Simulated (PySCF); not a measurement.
# Working with the constants of MgB

PBE0 constants of MgB, ⁴Π (quartet), unpaired electrons σ ↑↑, π ↑, a second solution, started from another occupation (PySCF, no relativity, basis sets Mg def2-TZVP, B def2-TZVP; masses 23.9850 and 11.0093 u):

```
ωe   : 497.6 cm⁻¹
ωexe : 3.06 cm⁻¹
Be   : 0.43783 cm⁻¹
αe   : 0.00397 cm⁻¹
```

(1) What force constant and bond length do these constants imply?

(2) Estimate the centrifugal constant D from the Kratzer relation and find the Dunham coefficient a1.

## Answers

(1) Reduced mass μred = 7.5458 u; k = 5.8918×10⁻⁷·μred·ωe² (u, cm⁻¹, mdyn/Å) = 1.10 mdyn/Å; Re = √(16.8576/(μred·Be)) (u, cm⁻¹, Å) = 2.259 Å.

(2) D = 4Be³/ωe² = 1.36e-06 cm⁻¹; a1 = −1 − αeωe/(6Be²) = -2.72.
